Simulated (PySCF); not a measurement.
## What an electron can do to P2

CCSD(T) in PySCF with aug-pcseg-1 on every atom, for the lowest determinant that a PBE0 search found; no spin–orbit coupling.

```json
{"species": "P2", "state (unpaired electrons)": "singlet (closed shell)", "Re (Å)": "1.928", "ωe (cm⁻¹)": "757", "energy of the minimum from the neutral (eV)": "0.00", "De (eV)": "4.03", "dissociates to": "P + P"}
{"species": "P₂⁺", "state (unpaired electrons)": "doublet (π ↑)", "Re (Å)": "2.011", "ωe (cm⁻¹)": "660", "energy of the minimum from the neutral (eV)": "10.25", "De (eV)": "4.05", "dissociates to": "P⁺ + P"}
```

Task: Work out the lowest energy to break P2 into atoms, from its vibrational ground state.

Result: D0 = De − ωe/2 = 4.03 − 0.05 = 3.98 eV (CCSD(T)/aug-pcseg-1).

Task: Work out the ionisation energy of the P atom at this level and the threshold of dissociative ionisation.

Result: IE(P) = 10.25 + 4.05 − 4.03 = 10.27 eV, so P⁺ + P + e⁻ appears at D0 + IE(P) = 14.25 eV (CCSD(T)/aug-pcseg-1). The measured IE(P) is 10.487 eV (NIST ASD).

These are thermodynamic thresholds; the onsets seen under electron impact lie higher where the geometry changes, and cross-sections peak well above them.

Correlated steps freeze 10 core orbitals. Correlated levels converge slowly with the basis: in double zeta they bind strong bonds too weakly, by up to about 1 eV, and carry superposition errors of some tenths. Where the molecule has an RHF reference, its open-shell atoms are computed with UHF. States were picked by a PBE0 search and need not be the measured ground states.
